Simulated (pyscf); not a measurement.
Thermochemistry of product channels of HS–GeH₃ + HF on the singlet surface, in kJ/mol, from ωB97M-D3(BJ)/def2-TZVP energies (ideal gas, 1 atm, RRHO with modes under 100 cm⁻¹ raised to 100, one conformer, R ln 2 for rigid chiral ones). Optimised with ωB97X-D3(BJ)/def2-SVP in PySCF.

```json
[
 {"products": "H₂S + F–GeH₃", "ΔE": "?", "ΔH(298 K)": "-22.5", "ΔG(298 K)": "-21.9", "ΔG(600 K)": "-20.1"},
 {"products": "F–GeH₂–SH + H₂", "ΔE": "?", "ΔH(298 K)": "-57.8", "ΔG(298 K)": "-52.6", "ΔG(600 K)": "-48.4"}
]
```

### Question
Complete the blanks.

### Answer

- H₂S + F–GeH₃, ΔE: -18.0
- F–GeH₂–SH + H₂, ΔE: -48.3

These are energies of the channels, which say nothing of barriers. Elements up to Kr have no core potential and no relativistic terms here.
